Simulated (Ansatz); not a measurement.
# C₃H₄FN: one molecule under many settings

How do the results and run time of C₃H₄FN respond when the settings are drawn wide?

Program: Ansatz 0.2.0, Gaussian basis. Level of theory: the settings change from run to run. These are calculated values, not measurements.

### Step 1. The relaxed structure

The geometry comes from an earlier relaxation with PBE0-D4 in a triple-zeta def2 set; it is a stationary point, not always the lowest conformer.

SMILES `C=C(F)C=N`, 9 atoms, charge 0, spin multiplicity 1.

Atoms are counted from 1 here; the program's logs count them from 0.

Bond lengths: C1–C2 1.323 Å, C1–H6 1.081 Å, C1–H7 1.081 Å, C2–F3 1.342 Å, C2–C4 1.474 Å, C4–N5 1.264 Å, C4–H8 1.093 Å, N5–H9 1.022 Å. Angles: C2–C1–H6 120.4°, C2–C1–H7 121.0°, H6–C1–H7 118.6°, C1–C2–F3 120.0°, C1–C2–C4 128.4°, F3–C2–C4 111.6°, C2–C4–N5 128.1°, C2–C4–H8 113.6°, N5–C4–H8 118.3°, C4–N5–H9 111.6°.

Geometry (Å):

```xyz
9

C     0.5410    0.8737   -0.8689
C     0.6008   -0.2457   -0.1662
F     1.6860   -1.0308   -0.2450
C    -0.4070   -0.8038    0.7539
N    -1.5389   -0.3275    1.0517
H    -0.3301    1.5111   -0.8091
H     1.3572    1.1714   -1.5123
H    -0.1032   -1.7458    1.2170
H    -1.7174    0.5511    0.5618
```

### Step 2. RPBE/def2-SVP

Set apart from the defaults: D3(BJ) with three-body dispersion, the search for lower states set to full.

Contents of in.yaml:

```yaml
crystal:
  periodic: [false, false, false]
  atoms:
    - {symbol: C, position_ang: [0.541040, 0.873655, -0.868862]}
    - {symbol: C, position_ang: [0.600756, -0.245702, -0.166246]}
    - {symbol: F, position_ang: [1.686013, -1.030800, -0.245046]}
    - {symbol: C, position_ang: [-0.407027, -0.803784, 0.753905]}
    - {symbol: N, position_ang: [-1.538850, -0.327549, 1.051741]}
    - {symbol: H, position_ang: [-0.330147, 1.511113, -0.809066]}
    - {symbol: H, position_ang: [1.357229, 1.171361, -1.512322]}
    - {symbol: H, position_ang: [-0.103238, -1.745793, 1.216972]}
    - {symbol: H, position_ang: [-1.717376, 0.551098, 0.561824]}
basis:
  gaussian: {orbitals: def2-SVP}
hamiltonian: {xc: {name: RPBE}, dispersion: d3bjatm}
scf: {lower_state_search: full}
output: {forces: true}
```

Command:

```
ansatz run in.yaml --threads 2 --pin off --events-out ev --progress --plain --max-ram 4352MiB
```

The program printed, shortened:

```text
Functional definition: RPBE
  name "RPBE"
  cite "Hammer, Hansen & Nørskov, Phys. Rev. B 59, 7413 (1999) doi:10.1103/PhysRevB.59.7413"
  cite "Perdew, Burke & Ernzerhof, Phys. Rev. Lett. 77, 3865 (1996) doi:10.1103/PhysRevLett.77.3865"
[...]
1026 factors; their error is unknown
[...]
mean field -7376.03886513 eV, -271.0644286346 hartree, gradient 2.9e-5 eV, S^2 0.000000; 0 other end points of the search recorded, 0 dependent functions left out
[...]
reference -7376.03889111 eV, -271.0644295895 hartree; 19, 19 occupied and 71, 71 virtual orbitals, 1026 factors
Total energy: -7376.88195220 eV, -271.0954115130 hartree
Atom 0 at     0.541040     0.873655    -0.868862 Å, force    -0.149884     0.826024    -0.461122 eV/Å
Atom 1 at     0.600756    -0.245702    -0.166246 Å, force     0.056281    -0.857874     0.534299 eV/Å
Atom 2 at     1.686013    -1.030800    -0.245046 Å, force     0.622835    -0.440128    -0.052210 eV/Å
Atom 3 at    -0.407027    -0.803784     0.753905 Å, force     0.675139    -0.021122    -0.351897 eV/Å
Atom 4 at    -1.538850    -0.327549     1.051741 Å, force    -1.330963    -0.015096     0.734641 eV/Å
Atom 5 at    -0.330147     1.511113    -0.809066 Å, force    -0.500024     0.353649     0.041667 eV/Å
Atom 6 at     1.357229     1.171361    -1.512322 Å, force     0.461276     0.162584    -0.359898 eV/Å
Atom 7 at    -0.103238    -1.745793     1.216972 Å, force     0.232546    -0.551876     0.240888 eV/Å
Atom 8 at    -1.717376     0.551098     0.561824 Å, force    -0.067206     0.543839    -0.326369 eV/Å
Dipole moment:     0.097898     0.271040    -0.231848 e Å
```

Run time: 1.7 s. Hardware: 2 threads of Arm Neoverse V1, shared host.

Largest force 1.520 eV/Å, dipole 1.78 D.

### Step 3. rPW86-PBE/6-31++G**

This run has charge -1, multiplicity 2, restricted open-shell orbitals, a point charge of 0.50 e beside it, relativity set to scalar, the search for lower states set to full.

Changes to in.yaml since step 2:

```diff
@@ -13,5 +13,6 @@
 basis:
-  gaussian: {orbitals: def2-SVP}
-hamiltonian: {xc: {name: RPBE}, dispersion: d3bjatm}
+  gaussian: {orbitals: "6-31++G**", point_charges: [{charge: 0.50, position_ang: [4.207, -0.337, 0.217]}]}
+total_charge: -1
+magnetization: {spin_polarized: false, initial_magnetization: 1}
+hamiltonian: {xc: {name: rPW86-PBE}, pseudopotentials: {relativity: scalar}}
 scf: {lower_state_search: full}
-output: {forces: true}
```

The command is unchanged.

The program printed, shortened:

```text
Functional definition: rPW86-PBE
  name "rPW86-PBE"
  cite "Murray, Lee & Langreth, J. Chem. Theory Comput. 5, 2754 (2009) doi:10.1021/ct900365q"
  cite "Perdew, Burke & Ernzerhof, Phys. Rev. Lett. 77, 3865 (1996) doi:10.1103/PhysRevLett.77.3865"
  parent pbe
[...]
1172 factors; their error is unknown
[...]
a density is far from that of the atoms, so the factors are made again for it
1140 factors; integrals over basis functions are off by at most 1.1e-3 eV
[...]
mean field -7402.93351939 eV, -272.0527889491 hartree, gradient 2.7e-5 eV, S^2 0.750000; 0 other end points of the search recorded, 0 dependent functions left out
reference -7402.93364440 eV, -272.0527935432 hartree; 20, 19 occupied and 99, 100 virtual orbitals, 1140 factors
Total energy: -7402.93364440 eV, -272.0527935432 hartree
Relativity: scalar
```

Wall time 49 s (2 threads of Arm Neoverse V1, shared host); peak memory 0.38 GiB.

### Step 4. revPBE0/aug-cc-pVTZ

Set apart from the defaults: atoms shaken by 0.08 Å, a grid of angular degree 23, D3(BJ) dispersion, the search for lower states set to off.

Contents of in.yaml:

```yaml
crystal:
  periodic: [false, false, false]
  atoms:
    - {symbol: C, position_ang: [0.369243, 0.968641, -0.755376]}
    - {symbol: C, position_ang: [0.779274, -0.489122, -0.145526]}
    - {symbol: F, position_ang: [1.801205, -0.999054, -0.212693]}
    - {symbol: C, position_ang: [-0.450644, -0.962125, 0.755781]}
    - {symbol: N, position_ang: [-1.696043, -0.303851, 1.023291]}
    - {symbol: H, position_ang: [-0.417424, 1.481221, -0.777381]}
    - {symbol: H, position_ang: [1.279077, 1.260929, -1.529526]}
    - {symbol: H, position_ang: [-0.107215, -1.780619, 1.172065]}
    - {symbol: H, position_ang: [-1.814003, 0.575394, 0.520532]}
basis:
  gaussian: {orbitals: aug-cc-pVTZ, final_grid: {core_spheres: 8, valence_spheres: 7, degree: 23}}
hamiltonian: {xc: {name: revPBE0}, dispersion: d3bj}
scf: {lower_state_search: off}
```

The command is unchanged.

The program printed, shortened:

```text
Functional definition: revPBE0
  name "revPBE0"
  cite "Zhang & Yang, Phys. Rev. Lett. 80, 890 (1998) doi:10.1103/PhysRevLett.80.890"
  cite "Adamo & Barone, J. Chem. Phys. 110, 6158 (1999) doi:10.1063/1.478522"
  cite "Perdew, Burke & Ernzerhof, Phys. Rev. Lett. 77, 3865 (1996) doi:10.1103/PhysRevLett.77.3865"
[...]
1263 factors; their error is unknown
[...]
mean field -7375.63769513 eV, -271.0496859092 hartree, gradient 3.3e-6 eV, S^2 0.000000; 0 other end points of the search recorded, 0 dependent functions left out
reference -7375.63775428 eV, -271.0496880830 hartree; 19, 19 occupied and 303, 303 virtual orbitals, 1263 factors
Total energy: -7375.99624388 eV, -271.0628623328 hartree
Checks for a lower state left out: stability, starts, cluster_reference, orbital_swaps, neighbouring_geometries, increment
```

Run time: 5.5 s. Hardware: 2 threads of Arm Neoverse V1, shared host; peak memory 0.64 GiB.

### Step 5. wPBEh/x2c-TZVPPall

Options: a grid of angular degree 47, high accuracy.

Contents of in.yaml:

```yaml
crystal:
  periodic: [false, false, false]
  atoms:
    - {symbol: C, position_ang: [0.541040, 0.873655, -0.868862]}
    - {symbol: C, position_ang: [0.600756, -0.245702, -0.166246]}
    - {symbol: F, position_ang: [1.686013, -1.030800, -0.245046]}
    - {symbol: C, position_ang: [-0.407027, -0.803784, 0.753905]}
    - {symbol: N, position_ang: [-1.538850, -0.327549, 1.051741]}
    - {symbol: H, position_ang: [-0.330147, 1.511113, -0.809066]}
    - {symbol: H, position_ang: [1.357229, 1.171361, -1.512322]}
    - {symbol: H, position_ang: [-0.103238, -1.745793, 1.216972]}
    - {symbol: H, position_ang: [-1.717376, 0.551098, 0.561824]}
basis:
  gaussian: {orbitals: x2c-TZVPPall, final_grid: {core_spheres: 20, valence_spheres: 16, degree: 47}}
hamiltonian: {xc: {name: wPBEh}}
accuracy: high
```

Launched as before.

The program printed, shortened:

```text
Functional definition: wPBEh
  name "wPBEh"
  cite "Heyd, Scuseria & Ernzerhof, J. Chem. Phys. 118, 8207 (2003) doi:10.1063/1.1564060"
  cite "Krukau, Vydrov, Izmaylov & Scuseria, J. Chem. Phys. 125, 224106 (2006) doi:10.1063/1.2404663"
  cite "Heyd & Scuseria, J. Chem. Phys. 120, 7274 (2004) doi:10.1063/1.1668634"
  cite "Ernzerhof & Perdew, J. Chem. Phys. 109, 3313 (1998) doi:10.1063/1.476928"
  cite "Perdew, Burke & Ernzerhof, Phys. Rev. Lett. 77, 3865 (1996) doi:10.1103/PhysRevLett.77.3865"
  parent pbe
[...]
3730 factors; integrals over basis functions are off by at most 1.7e-8 eV
97 factors; integrals over basis functions are off by at most 1.8e-9 eV
[...]
mean field -7381.56628622 eV, -271.2675576133 hartree, gradient 4.7e-8 eV, S^2 0.000000; 0 other end points of the search recorded, 0 dependent functions left out
reference -7381.56628958 eV, -271.2675577366 hartree; 19, 19 occupied and 192, 192 virtual orbitals, 3730 factors
Total energy: -7381.56628958 eV, -271.2675577366 hartree
Relativity: scalar
```

It took 21 s on 2 threads of Arm Neoverse V1, shared host; peak memory 1.2 GiB.

### Step 6. B2PLYP/6-31++G**

This run has atoms shaken by 0.08 Å, finite nuclei.

Contents of in.yaml:

```yaml
crystal:
  periodic: [false, false, false]
  atoms:
    - {symbol: C, position_ang: [0.500293, 0.971098, -0.770727]}
    - {symbol: C, position_ang: [0.703349, -0.170688, -0.241357]}
    - {symbol: F, position_ang: [1.596155, -1.007873, -0.177579]}
    - {symbol: C, position_ang: [-0.403630, -0.808529, 0.740703]}
    - {symbol: N, position_ang: [-1.544826, -0.281539, 1.100292]}
    - {symbol: H, position_ang: [-0.277599, 1.498361, -0.917379]}
    - {symbol: H, position_ang: [1.384387, 1.117825, -1.431767]}
    - {symbol: H, position_ang: [-0.134106, -1.795116, 1.251011]}
    - {symbol: H, position_ang: [-1.687234, 0.694230, 0.588760]}
basis:
  gaussian: {orbitals: "6-31++G**", nuclear_model: gaussian}
hamiltonian: {xc: {name: B2PLYP}}
```

Launched as before.

The program printed, shortened:

```text
Functional definition: B2PLYP
  name "B2PLYP"
  cite "Grimme, J. Chem. Phys. 124, 034108 (2006) doi:10.1063/1.2148954"
  cite "Becke, Phys. Rev. A 38, 3098 (1988) doi:10.1103/PhysRevA.38.3098"
  cite "Lee, Yang & Parr, Phys. Rev. B 37, 785 (1988) doi:10.1103/PhysRevB.37.785"
[...]
1060 factors; integrals over basis functions are off by at most 1.0e-3 eV
[...]
mean field -7366.37741471 eV, -270.7093768805 hartree, gradient 8.7e-6 eV, S^2 0.000000; 0 other end points of the search recorded, 0 dependent functions left out
5 core orbitals not correlated: weight in the atoms' cores, before any rotation towards them, 1.000 or more for the frozen orbitals, at most 0.000 for the correlated occupied ones
reference -7366.37761227 eV, -270.7093841408 hartree; 14, 14 occupied and 100, 100 virtual orbitals, 1060 factors
second order -24.89616245 eV of doubles, -0.00000000 eV of singles
Total energy: -7373.09957613 eV, -270.9564117564 hartree
```

It took 4.2 s on 2 threads of Arm Neoverse V1, shared host.

### Step 7. r2SCANh/ANO-RCC-VTZP

Set apart from the defaults: D4 dispersion, the search for lower states set to light.

Contents of in.yaml:

```yaml
crystal:
  periodic: [false, false, false]
  atoms:
    - {symbol: C, position_ang: [0.541040, 0.873655, -0.868862]}
    - {symbol: C, position_ang: [0.600756, -0.245702, -0.166246]}
    - {symbol: F, position_ang: [1.686013, -1.030800, -0.245046]}
    - {symbol: C, position_ang: [-0.407027, -0.803784, 0.753905]}
    - {symbol: N, position_ang: [-1.538850, -0.327549, 1.051741]}
    - {symbol: H, position_ang: [-0.330147, 1.511113, -0.809066]}
    - {symbol: H, position_ang: [1.357229, 1.171361, -1.512322]}
    - {symbol: H, position_ang: [-0.103238, -1.745793, 1.216972]}
    - {symbol: H, position_ang: [-1.717376, 0.551098, 0.561824]}
basis:
  gaussian: {orbitals: ANO-RCC-VTZP}
hamiltonian: {xc: {name: r2SCANh}, dispersion: d4}
scf: {lower_state_search: light}
```

Same command.

The program printed, shortened:

```text
Functional definition: r2SCANh
  name "r2SCANh"
  cite "Bursch, Neugebauer, Ehlert & Grimme, J. Chem. Phys. 156, 134105 (2022) doi:10.1063/5.0086040"
  cite "Furness, Kaplan, Ning, Perdew & Sun, J. Phys. Chem. Lett. 11, 8208 (2020) doi:10.1021/acs.jpclett.0c02405"
  cite "Furness, Kaplan, Ning, Perdew & Sun, J. Phys. Chem. Lett. 11, 9248 (2020) doi:10.1021/acs.jpclett.0c03077"
  parent r2scan
[...]
1307 factors; their error is unknown
[...]
mean field -7385.03916818 eV, -271.3951836712 hartree, gradient 7.4e-5 eV, S^2 0.000000; 0 other end points of the search recorded, 0 dependent functions left out
reference -7385.03918475 eV, -271.3951842801 hartree; 19, 19 occupied and 187, 187 virtual orbitals, 1307 factors
Total energy: -7385.07843491 eV, -271.3966266970 hartree
Relativity: scalar
```

Wall time 11 s (2 threads of Arm Neoverse V1, shared host); peak memory 0.42 GiB.

### Step 8. BLYP/def2-SVPD

This run has charge -1, multiplicity 2, restricted open-shell orbitals, atoms shaken by 0.15 Å, finite nuclei.

Contents of in.yaml:

```yaml
crystal:
  periodic: [false, false, false]
  atoms:
    - {symbol: C, position_ang: [0.459541, 0.885163, -0.977330]}
    - {symbol: C, position_ang: [0.607378, -0.137183, -0.211882]}
    - {symbol: F, position_ang: [1.460686, -1.184458, -0.011987]}
    - {symbol: C, position_ang: [-0.443315, -0.594127, 1.038140]}
    - {symbol: N, position_ang: [-1.548973, -0.270030, 1.118557]}
    - {symbol: H, position_ang: [-0.403534, 1.322202, -0.925005]}
    - {symbol: H, position_ang: [0.937117, 1.055292, -1.586021]}
    - {symbol: H, position_ang: [-0.055058, -1.855992, 1.420522]}
    - {symbol: H, position_ang: [-1.631980, 0.517511, 0.772034]}
basis:
  gaussian: {orbitals: def2-SVPD, nuclear_model: gaussian}
total_charge: -1
magnetization: {spin_polarized: false, initial_magnetization: 1}
hamiltonian: {xc: {name: BLYP}}
output: {forces: true}
```

Launched as before.

The program printed, shortened:

```text
Functional definition: BLYP
  name "BLYP"
  cite "Becke, Phys. Rev. A 38, 3098 (1988) doi:10.1103/PhysRevA.38.3098"
  cite "Lee, Yang & Parr, Phys. Rev. B 37, 785 (1988) doi:10.1103/PhysRevB.37.785"
[...]
1123 factors; their error is unknown
[...]
mean field -7367.00584322 eV, -270.7324712023 hartree, gradient 4.6e-6 eV, S^2 0.750000; 7 other end points of the search recorded, 0 dependent functions left out
[...]
reference -7367.00619791 eV, -270.7324842369 hartree; 20, 19 occupied and 115, 116 virtual orbitals, 1123 factors
Total energy: -7367.00619791 eV, -270.7324842369 hartree
Atom 0 at     0.459541     0.885163    -0.977330 Å, force    -9.927503    -4.895469    15.638535 eV/Å
Atom 1 at     0.607378    -0.137183    -0.211882 Å, force    -3.724475    -5.762301     8.518986 eV/Å
Atom 2 at     1.460686    -1.184458    -0.011987 Å, force     3.015759    -0.130894    -2.125335 eV/Å
Atom 3 at    -0.443315    -0.594127     1.038140 Å, force    15.235599    -6.177745    -2.862876 eV/Å
Atom 4 at    -1.548973    -0.270030     1.118557 Å, force   -11.946622    -5.451610     6.154228 eV/Å
Atom 5 at    -0.403534     1.322202    -0.925005 Å, force    -5.701357     2.915411     0.423952 eV/Å
Atom 6 at     0.937117     1.055292    -1.586021 Å, force    16.168083     6.076557   -20.272673 eV/Å
Atom 7 at    -0.055058    -1.855992     1.420522 Å, force    -0.875871     2.831127    -0.757764 eV/Å
Atom 8 at    -1.631980     0.517511     0.772034 Å, force    -2.243611    10.594924    -4.717052 eV/Å
Dipole moment:     0.350644     0.193400    -0.379838 e Å
```

It took 11 s on 2 threads of Arm Neoverse V1, shared host.

Largest force 26.633 eV/Å.

### Step 9. B3LYP/cc-pVTZ

Options: D3(BJ) dispersion.

Contents of in.yaml:

```yaml
crystal:
  periodic: [false, false, false]
  atoms:
    - {symbol: C, position_ang: [0.541040, 0.873655, -0.868862]}
    - {symbol: C, position_ang: [0.600756, -0.245702, -0.166246]}
    - {symbol: F, position_ang: [1.686013, -1.030800, -0.245046]}
    - {symbol: C, position_ang: [-0.407027, -0.803784, 0.753905]}
    - {symbol: N, position_ang: [-1.538850, -0.327549, 1.051741]}
    - {symbol: H, position_ang: [-0.330147, 1.511113, -0.809066]}
    - {symbol: H, position_ang: [1.357229, 1.171361, -1.512322]}
    - {symbol: H, position_ang: [-0.103238, -1.745793, 1.216972]}
    - {symbol: H, position_ang: [-1.717376, 0.551098, 0.561824]}
basis:
  gaussian: {orbitals: cc-pVTZ}
hamiltonian: {xc: {name: B3LYP}, dispersion: d3bj}
output: {forces: true}
```

Same command.

The program printed, shortened:

```text
Functional definition: B3LYP
  name "B3LYP"
  cite "Stephens, Devlin, Chabalowski & Frisch, J. Phys. Chem. 98, 11623 (1994) doi:10.1021/j100096a001"
  cite "Becke, Phys. Rev. A 38, 3098 (1988) doi:10.1103/PhysRevA.38.3098"
  cite "Lee, Yang & Parr, Phys. Rev. B 37, 785 (1988) doi:10.1103/PhysRevB.37.785"
  cite "Vosko, Wilk & Nusair, Can. J. Phys. 58, 1200 (1980) doi:10.1139/p80-159"
[...]
1053 factors; their error is unknown
[...]
mean field -7384.48597860 eV, -271.3748543292 hartree, gradient 5.4e-5 eV, S^2 0.000000; 0 other end points of the search recorded, 0 dependent functions left out
[...]
reference -7384.48619330 eV, -271.3748622193 hartree; 19, 19 occupied and 187, 187 virtual orbitals, 1053 factors
Total energy: -7384.76573028 eV, -271.3851350139 hartree
Atom 0 at     0.541040     0.873655    -0.868862 Å, force    -0.006616     0.143838    -0.090697 eV/Å
Atom 1 at     0.600756    -0.245702    -0.166246 Å, force    -0.236579     0.176579     0.013960 eV/Å
Atom 2 at     1.686013    -1.030800    -0.245046 Å, force     0.342846    -0.239360    -0.030869 eV/Å
Atom 3 at    -0.407027    -0.803784     0.753905 Å, force     0.117147    -0.165860     0.047851 eV/Å
Atom 4 at    -1.538850    -0.327549     1.051741 Å, force    -0.187072     0.075577     0.051125 eV/Å
Atom 5 at    -0.330147     1.511113    -0.809066 Å, force     0.072206    -0.043995    -0.010882 eV/Å
Atom 6 at     1.357229     1.171361    -1.512322 Å, force    -0.066113    -0.017574     0.047815 eV/Å
Atom 7 at    -0.103238    -1.745793     1.216972 Å, force    -0.014098     0.067980    -0.038026 eV/Å
Atom 8 at    -1.717376     0.551098     0.561824 Å, force    -0.021722     0.002816     0.009723 eV/Å
Dipole moment:     0.106917     0.284409    -0.245234 e Å
```

It took 5.5 s on 2 threads of Arm Neoverse V1, shared host; peak memory 0.42 GiB.

Largest force 0.419 eV/Å, dipole 1.88 D.

### Step 10. B3LYP5/6-31++G**

Options: atoms shaken by 0.03 Å.

Contents of in.yaml:

```yaml
crystal:
  periodic: [false, false, false]
  atoms:
    - {symbol: C, position_ang: [0.494075, 0.852114, -0.854377]}
    - {symbol: C, position_ang: [0.631427, -0.234513, -0.228223]}
    - {symbol: F, position_ang: [1.688055, -1.076821, -0.247919]}
    - {symbol: C, position_ang: [-0.410744, -0.770856, 0.767790]}
    - {symbol: N, position_ang: [-1.542407, -0.342348, 1.051809]}
    - {symbol: H, position_ang: [-0.271966, 1.517568, -0.792832]}
    - {symbol: H, position_ang: [1.278402, 1.212632, -1.543604]}
    - {symbol: H, position_ang: [-0.106857, -1.750794, 1.244300]}
    - {symbol: H, position_ang: [-1.739264, 0.557115, 0.536727]}
basis:
  gaussian: {orbitals: "6-31++G**"}
hamiltonian: {xc: {name: B3LYP5}}
output: {forces: true}
```

Launched as before.

The program printed, shortened:

```text
Functional definition: B3LYP5
  name "B3LYP5"
  cite "Stephens, Devlin, Chabalowski & Frisch, J. Phys. Chem. 98, 11623 (1994) doi:10.1021/j100096a001"
  cite "Becke, Phys. Rev. A 38, 3098 (1988) doi:10.1103/PhysRevA.38.3098"
  cite "Lee, Yang & Parr, Phys. Rev. B 37, 785 (1988) doi:10.1103/PhysRevB.37.785"
  cite "Vosko, Wilk & Nusair, Can. J. Phys. 58, 1200 (1980) doi:10.1139/p80-159"
[...]
1059 factors; integrals over basis functions are off by at most 9.6e-4 eV
[...]
mean field -7377.83569866 eV, -271.1304610490 hartree, gradient 2.7e-5 eV, S^2 0.000000; 0 other end points of the search recorded, 0 dependent functions left out
[...]
reference -7377.83600498 eV, -271.1304723062 hartree; 19, 19 occupied and 100, 100 virtual orbitals, 1059 factors
Total energy: -7377.83600498 eV, -271.1304723062 hartree
Atom 0 at     0.494075     0.852114    -0.854377 Å, force     3.392655     2.757915    -3.814717 eV/Å
Atom 1 at     0.631427    -0.234513    -0.228223 Å, force    -1.572806    -4.156231     4.130115 eV/Å
Atom 2 at     1.688055    -1.076821    -0.247919 Å, force     0.311198     0.288899    -0.547732 eV/Å
Atom 3 at    -0.410744    -0.770856     0.767790 Å, force     2.625474    -2.118160    -0.584418 eV/Å
Atom 4 at    -1.542407    -0.342348     1.051809 Å, force    -1.927665     2.009862    -0.144656 eV/Å
Atom 5 at    -0.271966     1.517568    -0.792832 Å, force    -2.541656     1.443545     0.533676 eV/Å
Atom 6 at     1.278402     1.212632    -1.543604 Å, force    -0.234680    -0.327263     0.324125 eV/Å
Atom 7 at    -0.106857    -1.750794     1.244300 Å, force    -0.076773     0.954664    -0.419243 eV/Å
Atom 8 at    -1.739264     0.557115     0.536727 Å, force     0.024254    -0.853231     0.522851 eV/Å
Dipole moment:     0.105340     0.370676    -0.294383 e Å
```

It took 2.9 s on 2 threads of Arm Neoverse V1, shared host.

Largest force 6.067 eV/Å, dipole 2.33 D.

### Step 11. The runs in one table

```csv
level,charge,multiplicity,geometry,functions,energy (eV),time
RPBE/def2-SVP,0,1,relaxed,90,-7376.882,1.7 s
rPW86-PBE/6-31++G**,-1,2,"relaxed, point charge",119,-7402.934,49 s
revPBE0/aug-cc-pVTZ,0,1,shaken,322,-7375.996,5.5 s
wPBEh/x2c-TZVPPall,0,1,relaxed,211,-7381.566,21 s
B2PLYP/6-31++G**,0,1,shaken,119,-7373.100,4.2 s
r2SCANh/ANO-RCC-VTZP,0,1,relaxed,206,-7385.078,11 s
BLYP/def2-SVPD,-1,2,shaken,135,-7367.006,11 s
B3LYP/cc-pVTZ,0,1,relaxed,206,-7384.766,5.5 s
B3LYP5/6-31++G**,0,1,shaken,119,-7377.836,2.9 s
```

### Step 12. Results

| quantity | value |
| --- | --- |
| runs | 9 |
| quickest | RPBE/def2-SVP, 1.7 s |
| slowest | rPW86-PBE/6-31++G**, 49 s |
| spread of total energies, same state and geometry | 8.2 eV |
| dipole, same state and geometry | 1.78 to 1.88 D |

**Reading.** Run time spans a factor of 29, from RPBE/def2-SVP to rPW86-PBE/6-31++G**. The jobs differ in tasks and options as well as level. The totals spread over 8 eV; they can't be compared across methods or bases. At the PBE0-D4/def2-TZVP geometry and in the same state, runs without warnings or point charges leave forces up to 1.52 eV/Å (RPBE/def2-SVP), against 6.1 eV/Å where the atoms were moved.
